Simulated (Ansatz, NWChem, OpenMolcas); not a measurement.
BPH6 (SMILES [BH3-][PH3+]): the energy, rung by rung

BPH6 has 8 atoms, charge 0, and is taken as a singlet. SMILES: `[BH3-][PH3+]`. The coordinates come from a PBE0-D4/def2-TZVP relaxation.

```xyz
8

B    -0.5561    0.2272   -0.9140
P     0.4339   -0.1816    0.6677
H    -1.6934    0.3431   -0.5201
H    -0.3678   -0.7302   -1.6280
H    -0.0555    1.2542   -1.3099
H     0.4188    0.7557    1.7188
H     1.8231   -0.3803    0.5471
H     0.0892   -1.3452    1.3826
```

Each level gives the energy change with the B1–H5 bond stretched from 1.209 to 1.572 Å (eV). The values are calculated.

| level | kind | program | value (eV) | less CCSD(T)/def2-SVPD | CPU time (all runs) |
| --- | --- | --- | --- | --- | --- |
| revPBE/def2-SVPD (restricted) | GGA | Ansatz | 0.71 | -0.06 | 13 s |
| TPSS/def2-SVPD (restricted) | meta-GGA | NWChem | 0.77 | 0.00 | 50 s |
| B3LYP/def2-SVPD (restricted) | global hybrid | OpenMolcas | 0.78 | +0.01 | 59 s |
| HSE06/def2-SVPD (restricted) | range-separated hybrid | Ansatz | 0.79 | +0.02 | 15 s |
| wB97M-V/def2-SVPD (restricted) | range-separated hybrid | Ansatz | 0.81 | +0.04 | 90 s |
| PBE-QIDH/def2-SVPD (restricted) | double hybrid | Ansatz | 0.84 | +0.07 | 18 s |
| RPA@PBE0/def2-SVPD (restricted) | RPA | Ansatz | 0.77 | 0.00 | 24 s |
| MP2/def2-SVPD (restricted) | perturbation theory | NWChem | 0.83 | +0.06 | 41 s |
| CCSD(T)/def2-SVPD (restricted) | coupled cluster or CI | Ansatz | 0.77 | 0.00 | 32 s |

CCSD(T)/def2-SVPD (restricted) is the highest level here, not the true value. The first shape isn't each level's own minimum. The values span 0.71 to 0.84 eV. Times are those of the runs behind each value, whatever else they computed, on shared processors of several kinds: orders of magnitude only.
